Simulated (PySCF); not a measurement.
# F₂: a look at the electrons, part 2 of 2

Aim: take F₂ and pull one bond apart with RHF, UHF and CASSCF, localise its valence orbitals and measure its response to a uniform field.

PySCF 2.14.0; Gaussian basis, gas phase.

### Step 6. Response to an electric field (PBE0/aug-cc-pvdz)

input.py

```python
import numpy as np
from pyscf import gto, scf, dft
from pyscf.scf import atom_ks, atom_hf
from scipy.linalg import block_diag

def solve(mol, dm0=None, hcore=None):
    mf = (dft.UKS if mol.spin else dft.RKS)(mol, xc='pbe0')
    mf.grids.level = 3
    mf = mf.density_fit(auxbasis='def2-universal-jkfit')
    mf.conv_tol, mf.max_cycle = 1e-8, 80
    if hcore is not None:
        mf.get_hcore = lambda *args: hcore
    mf.kernel(dm0)
    if not mf.converged:
        mf = mf.newton().run(mf.mo_coeff, mf.mo_occ, max_cycle=30)
    assert mf.converged, 'SCF not converged'
    return mf

mol = gto.M(atom='''
F      0.70158     0.00000     0.00000
F     -0.70158     0.00000     0.00000
''', basis='aug-cc-pvdz', charge=0, spin=0, verbose=4)
field = np.array([-0.004, -0.0, -0.0])  # atomic units
mol.set_common_orig(mol.atom_charges() @ mol.atom_coords() / mol.atom_charges().sum())
mf = solve(mol)
out = dict(dm0=mf.make_rdm1(), d0=mf.dip_moment(unit='AU'), e0=mf.e_tot)
for name, sign in (('p', 1), ('m', -1)):
    h = mf.get_hcore() + sign * np.einsum('x,xij->ij', field, mol.intor('int1e_r'))
    mi = solve(mol, mf.make_rdm1(), h)
    out.update({'dm' + name: mi.make_rdm1(), 'd' + name: mi.dip_moment(unit='AU'), 'e' + name: mi.e_tot})
# spherically averaged free atoms, for the promolecule
atm = atom_ks.get_atm_nrks(mol, xc='pbe0')
pro = block_diag(*[(atm[a[0]][2] * atm[a[0]][3]) @ atm[a[0]][2].T for a in mol._atom])
np.savez('result.npz', pro=pro, **out)
```

The run is started by

```sh
OMP_NUM_THREADS=1 python input.py
```

The program printed:

```text
[ENV] PYSCF_TMPDIR <dir>
[ENV] PYSCF_MAX_MEMORY 1375
[INPUT] verbose = 4
[INPUT] num. atoms = 2
[INPUT] num. electrons = 18
[INPUT] charge = 0
[INPUT] spin (= nelec alpha-beta = 2S) = 0
[INPUT] symmetry False subgroup None
[INPUT] Mole.unit = angstrom
[INPUT] Symbol           X                Y                Z      unit          X                Y                Z       unit  Magmom
[INPUT]  1 F      0.701580000000   0.000000000000   0.000000000000 AA    1.325794054472   0.000000000000   0.000000000000 Bohr   0.0
[INPUT]  2 F     -0.701580000000   0.000000000000   0.000000000000 AA   -1.325794054472   0.000000000000   0.000000000000 Bohr   0.0

nuclear repulsion = 30.5477308963482
number of shells = 16
number of NR pGTOs = 70
number of NR cGTOs = 46
basis = aug-cc-pvdz
ecp = {}

******** <class 'pyscf.df.df_jk.DFRKS'> ********
method = DFRKS
initial guess = minao
damping factor = 0
level_shift factor = 0
DIIS = <class 'pyscf.scf.diis.CDIIS'>
diis_start_cycle = 1
diis_space = 8
diis_damp = 0
SCF conv_tol = 1e-08
SCF conv_tol_grad = None
SCF max_cycles = 80
direct_scf = False
XC library pyscf.dft.libxc version 7.0.0
    S. Lehtola, C. Steigemann, M. J.T. Oliveira, and M. A.L. Marques.,  SoftwareX 7, 1–5 (2018)
XC functionals = pbe0
    C. Adamo and V. Barone.,  J. Chem. Phys. 110, 6158 (1999)
    M. Ernzerhof and G. E. Scuseria.,  J. Chem. Phys. 110, 5029 (1999)
radial grids:
    Treutler-Ahlrichs [JCP 102, 346 (1995); DOI:10.1063/1.469408] (M4) radial grids

becke partition: Becke, JCP 88, 2547 (1988); DOI:10.1063/1.454033
pruning grids: <function nwchem_prune at 0xf0c8b8137600>
grids dens level: 3
symmetrized grids: False
atomic radii adjust function: <function treutler_atomic_radii_adjust at 0xf0c8b816c540>
small_rho_cutoff = 0
Set gradient conv threshold to 0.0001
Initial guess from minao.
tot grids = 28528
******** <class 'pyscf.df.df.DF'> ********
auxbasis = def2-universal-jkfit
init E= -199.40172528244
  HOMO = -0.408052609470897  LUMO = -0.199291424978478  gap/eV = 5.68068
cycle= 1 E= -199.337096089009  delta_E= 0.0646  |g|= 0.234  |ddm|= 1.34
  HOMO = -0.455946830429184  LUMO = -0.176092271491494  gap/eV = 7.61523
cycle= 2 E= -199.342101258319  delta_E= -0.00501  |g|= 0.138  |ddm|= 0.165
  HOMO = -0.42944122235937  LUMO = -0.143249303675998  gap/eV = 7.78768
cycle= 3 E= -199.344844823085  delta_E= -0.00274  |g|= 0.021  |ddm|= 0.0708
  HOMO = -0.435249742800666  LUMO = -0.148822072940924  gap/eV = 7.79409
cycle= 4 E= -199.344910703293  delta_E= -6.59e-05  |g|= 0.00503  |ddm|= 0.0143
  HOMO = -0.434290213569329  LUMO = -0.147719035976914  gap/eV = 7.79800
cycle= 5 E= -199.344914517311  delta_E= -3.81e-06  |g|= 0.000104  |ddm|= 0.00285
  HOMO = -0.434280460026465  LUMO = -0.147703189499778  gap/eV = 7.79816
cycle= 6 E= -199.344914518988  delta_E= -1.68e-09  |g|= 2.22e-06  |ddm|= 6.19e-05
  HOMO = -0.4342804922088  LUMO = -0.147703213100326  gap/eV = 7.79816
Extra cycle  E= -199.344914518989  delta_E= -1.11e-12  |g|= 8.96e-07  |ddm|= 1.52e-06
converged SCF energy = -199.344914518989
Dipole moment(X, Y, Z, A.U.): -0.00000, -0.00000,  0.00000

******** <class 'pyscf.df.df_jk.DFRKS'> ********
method = DFRKS
initial guess = minao
damping factor = 0
level_shift factor = 0
DIIS = <class 'pyscf.scf.diis.CDIIS'>
diis_start_cycle = 1
diis_space = 8
diis_damp = 0
SCF conv_tol = 1e-08
SCF conv_tol_grad = None
SCF max_cycles = 80
direct_scf = False
XC library pyscf.dft.libxc version 7.0.0
    S. Lehtola, C. Steigemann, M. J.T. Oliveira, and M. A.L. Marques.,  SoftwareX 7, 1–5 (2018)
XC functionals = pbe0
    C. Adamo and V. Barone.,  J. Chem. Phys. 110, 6158 (1999)
    M. Ernzerhof and G. E. Scuseria.,  J. Chem. Phys. 110, 5029 (1999)
radial grids:
    Treutler-Ahlrichs [JCP 102, 346 (1995); DOI:10.1063/1.469408] (M4) radial grids

becke partition: Becke, JCP 88, 2547 (1988); DOI:10.1063/1.454033
pruning grids: <function nwchem_prune at 0xf0c8b8137600>
grids dens level: 3
symmetrized grids: False
atomic radii adjust function: <function treutler_atomic_radii_adjust at 0xf0c8b816c540>
small_rho_cutoff = 0
Overwritten attributes  get_hcore  of <class 'pyscf.df.df_jk.DFRKS'>
Set gradient conv threshold to 0.0001
tot grids = 28528
******** <class 'pyscf.df.df.DF'> ********
auxbasis = def2-universal-jkfit
init E= -199.344914518989
  HOMO = -0.434077069170001  LUMO = -0.147690444730713  gap/eV = 7.79298
cycle= 1 E= -199.34488625469  delta_E= 2.83e-05  |g|= 0.0268  |ddm|= 0.0288
  HOMO = -0.434162821417418  LUMO = -0.14777426803374  gap/eV = 7.79303
cycle= 2 E= -199.344361034264  delta_E= 0.000525  |g|= 0.0627  |ddm|= 0.0426
  HOMO = -0.434289569494407  LUMO = -0.147765861397457  gap/eV = 7.79671
cycle= 3 E= -199.345010220585  delta_E= -0.000649  |g|= 0.00101  |ddm|= 0.0289
  HOMO = -0.43427634772552  LUMO = -0.147750422576861  gap/eV = 7.79677
cycle= 4 E= -199.345010401523  delta_E= -1.81e-07  |g|= 6.29e-05  |ddm|= 0.000582
  HOMO = -0.434280808136893  LUMO = -0.147753663894381  gap/eV = 7.79680
cycle= 5 E= -199.345010402521  delta_E= -9.98e-10  |g|= 2.45e-05  |ddm|= 6.66e-05
  HOMO = -0.434276367821925  LUMO = -0.147748858025445  gap/eV = 7.79681
Extra cycle  E= -199.345010402204  delta_E= 3.16e-10  |g|= 5.03e-05  |ddm|= 3.53e-05
converged SCF energy = -199.345010402204
Dipole moment(X, Y, Z, A.U.): -0.04789, -0.00000, -0.00000

******** <class 'pyscf.df.df_jk.DFRKS'> ********
method = DFRKS
initial guess = minao
damping factor = 0
level_shift factor = 0
DIIS = <class 'pyscf.scf.diis.CDIIS'>
diis_start_cycle = 1
diis_space = 8
diis_damp = 0
SCF conv_tol = 1e-08
SCF conv_tol_grad = None
SCF max_cycles = 80
direct_scf = False
XC library pyscf.dft.libxc version 7.0.0
    S. Lehtola, C. Steigemann, M. J.T. Oliveira, and M. A.L. Marques.,  SoftwareX 7, 1–5 (2018)
XC functionals = pbe0
    C. Adamo and V. Barone.,  J. Chem. Phys. 110, 6158 (1999)
    M. Ernzerhof and G. E. Scuseria.,  J. Chem. Phys. 110, 5029 (1999)
radial grids:
    Treutler-Ahlrichs [JCP 102, 346 (1995); DOI:10.1063/1.469408] (M4) radial grids

becke partition: Becke, JCP 88, 2547 (1988); DOI:10.1063/1.454033
pruning grids: <function nwchem_prune at 0xf0c8b8137600>
grids dens level: 3
symmetrized grids: False
atomic radii adjust function: <function treutler_atomic_radii_adjust at 0xf0c8b816c540>
small_rho_cutoff = 0
Set gradient conv threshold to 0.0001
tot grids = 28528
******** <class 'pyscf.df.df.DF'> ********
auxbasis = def2-universal-jkfit
init E= -199.344914518989
  HOMO = -0.434077069169953  LUMO = -0.147690444730702  gap/eV = 7.79298
cycle= 1 E= -199.34488625469  delta_E= 2.83e-05  |g|= 0.0268  |ddm|= 0.0288
  HOMO = -0.434162821417333  LUMO = -0.14777426803372  gap/eV = 7.79303
cycle= 2 E= -199.344361034263  delta_E= 0.000525  |g|= 0.0627  |ddm|= 0.0426
  HOMO = -0.434289569494408  LUMO = -0.147765861397452  gap/eV = 7.79671
cycle= 3 E= -199.345010220585  delta_E= -0.000649  |g|= 0.00101  |ddm|= 0.0289
  HOMO = -0.434276347725521  LUMO = -0.147750422576864  gap/eV = 7.79677
cycle= 4 E= -199.345010401522  delta_E= -1.81e-07  |g|= 6.29e-05  |ddm|= 0.000582
  HOMO = -0.434280808136898  LUMO = -0.147753663894377  gap/eV = 7.79680
cycle= 5 E= -199.345010402521  delta_E= -9.99e-10  |g|= 2.45e-05  |ddm|= 6.66e-05
  HOMO = -0.434276367821925  LUMO = -0.147748858025444  gap/eV = 7.79681
Extra cycle  E= -199.345010402204  delta_E= 3.16e-10  |g|= 5.03e-05  |ddm|= 3.53e-05
converged SCF energy = -199.345010402204
Dipole moment(X, Y, Z, A.U.):  0.04789,  0.00000,  0.00000
Spherically averaged atomic KS for {'F'}

******** <class 'pyscf.scf.atom_ks.AtomSphAverageRKS'> ********
method = AtomSphAverageRKS
initial guess = vsap
damping factor = 0
level_shift factor = 0
diis_start_cycle = 1
diis_space = 12
SCF conv_tol = 1e-09
SCF conv_tol_grad = None
SCF max_cycles = 50
direct_scf = True
direct_scf_tol = 1e-13
XC library pyscf.dft.libxc version 7.0.0
    S. Lehtola, C. Steigemann, M. J.T. Oliveira, and M. A.L. Marques.,  SoftwareX 7, 1–5 (2018)
XC functionals = pbe0
    C. Adamo and V. Barone.,  J. Chem. Phys. 110, 6158 (1999)
    M. Ernzerhof and G. E. Scuseria.,  J. Chem. Phys. 110, 5029 (1999)
radial grids:
    Treutler-Ahlrichs [JCP 102, 346 (1995); DOI:10.1063/1.469408] (M4) radial grids

becke partition: Becke, JCP 88, 2547 (1988); DOI:10.1063/1.454033
pruning grids: <function nwchem_prune at 0xf0c8b8137600>
grids dens level: 3
symmetrized grids: False
atomic radii adjust function: <function treutler_atomic_radii_adjust at 0xf0c8b816c540>
User specified grid scheme (100, 434)
small_rho_cutoff = 0
Set gradient conv threshold to 3.16228e-05
tot grids = 25232
init E= -68.9908153576801
cycle= 1 E= -68.9923523311203  delta_E= -0.00154  |g|=    0  |ddm|= 0.152
cycle= 2 E= -68.9922802471605  delta_E= 7.21e-05  |g|=    0  |ddm|= 0.132
cycle= 3 E= -68.995572825158  delta_E= -0.00329  |g|=    0  |ddm|= 0.0659
cycle= 4 E= -68.995572826676  delta_E= -1.52e-09  |g|=    0  |ddm|= 0.000204
cycle= 5 E= -68.9955728334738  delta_E= -6.8e-09  |g|=    0  |ddm|= 9.49e-05
cycle= 6 E= -68.9955728334749  delta_E= -1.08e-12  |g|=    0  |ddm|= 7.3e-07
Extra cycle  E= -68.995572833476  delta_E= -1.11e-12  |g|=    0  |ddm|= 1.5e-06
Atomic HF for atom  F  converged. SCF energy = -68.995572833476
```

It took 2.2 s on 1 thread of Arm Neoverse V2, shared host; peak memory 0.17 GiB.

The free atoms at the end serve only for the promolecule density; their printed energies are not used.

### Step 7. Post-processing

Change of the density in a field of 0.21 V/Å.

The induced dipole is 0.12 D (along the field); α along this axis, from the fields in both directions, is 12 bohr³ (1.8 Å³).

Electrons gather most on F1 (Hirshfeld charge changes by −0.011 e) and leave F2 most (+0.011 e); 0.016 electrons are displaced in all.

### Step 8. Outcome

The summary covers parts 1 to 2.

| quantity | value |
| --- | --- |
| localised occupied orbitals above −45 eV (B3LYP/6-311g**) | 7 |
| polarisability along the field (PBE0/aug-cc-pvdz) | 12.0 bohr³ |

The geometry was not optimised at these levels.
